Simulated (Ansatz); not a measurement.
Start from `CC(O)Cl` and change one element to get `CC(O)F`.

Ansatz, PBE0-D4/def2-TZVP geometries, multiplicity 1. Each molecule was computed in one conformer, which needn't be the lowest.

| property | `CC(O)Cl` |
| --- | --- |
| HOMO–LUMO gap (PBE/def2-TZVPP) / eV | 6.56 |
| HOMO energy (B3LYP/def2-TZVPP) / eV | -8.14 |
| size of the dipole moment (PBE/def2-TZVPP) / D | 2.19 |
| ideal-gas entropy at 298 K and 1 bar (rigid rotor, harmonic PBE0-D4/def2-TZVP) / J/(mol·K) | 297 |
| HOMO energy (PBE0/def2-TZVPP) / eV | -8.39 |
| HOMO energy (ωB97M-V/def2-TZVPP) / eV | -10.72 |

Problem. Give the same properties after the change, and the shifts. (An estimate is asked.)

Solution. Ansatz gave: 
```
                                                                                  property  `CC(O)F`  shift
                                                       HOMO–LUMO gap (PBE/def2-TZVPP) / eV      7.32   0.76
                                                       HOMO energy (B3LYP/def2-TZVPP) / eV     -8.66  -0.52
                                            size of the dipole moment (PBE/def2-TZVPP) / D      1.53  -0.66
ideal-gas entropy at 298 K and 1 bar (rigid rotor, harmonic PBE0-D4/def2-TZVP) / J/(mol·K)       286    -11
                                                        HOMO energy (PBE0/def2-TZVPP) / eV     -8.89  -0.50
                                                     HOMO energy (ωB97M-V/def2-TZVPP) / eV    -11.35  -0.63
```

With PBE0 the HOMO falls by 0.50 eV and the LUMO rises by 0.35 eV, so the gap widens by about 0.85 eV. PBE moves the HOMO by -0.26 eV and ωB97M-V by -0.63 eV. Dipoles are sizes alone; their direction can turn.

B3LYP here is the variant with VWN-RPA as its local correlation; programs differ in this.
